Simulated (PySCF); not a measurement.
Molecule: t-butyl radical, C4H9 (charge 0, doublet). It need not be the lowest isomer of its formula. SMILES: C[C](C)C
Structure (B3LYP-D3(BJ)/def2-TZVP (Ansatz) minimum search):
```xyz
13

C      0.0015     0.0000     0.1568
C     -0.0075     1.4797    -0.0148
C      1.2849    -0.7335    -0.0278
C     -1.2779    -0.7462    -0.0031
H     -0.0191     1.7664    -1.0804
H     -0.8915     1.9349     0.4384
H      0.8807     1.9437     0.4213
H      1.5234    -0.8753    -1.0958
H      2.1276    -0.1919     0.4088
H      1.2491    -1.7311     0.4169
H     -1.5355    -0.8904    -1.0663
H     -1.2237    -1.7433     0.4408
H     -2.1174    -0.2129     0.4497
```
Charge 0, spin multiplicity 2.

Dispersion corrections to the total energy (kcal/mol) from the dftd3 and dftd4 libraries through PySCF: D3(BJ) without and D4 with the three-body term, each with the damping fitted for the functional named.

```
functional  D3(BJ)      D4
----------  ------  ------
BP86         -7.75   -6.16
BLYP        -10.81  -10.78
PW6B95           …   -4.09
TPSS         -6.52   -6.49
LC-wPBE      -4.68   -5.26
B2GP-PLYP        …   -1.99
B2PLYP       -3.90       …
```

Task: What belongs in the gaps?

Result: 
- PW6B95, D3(BJ): -2.35
- B2GP-PLYP, D3(BJ): -2.71
- B2PLYP, D4: -3.35
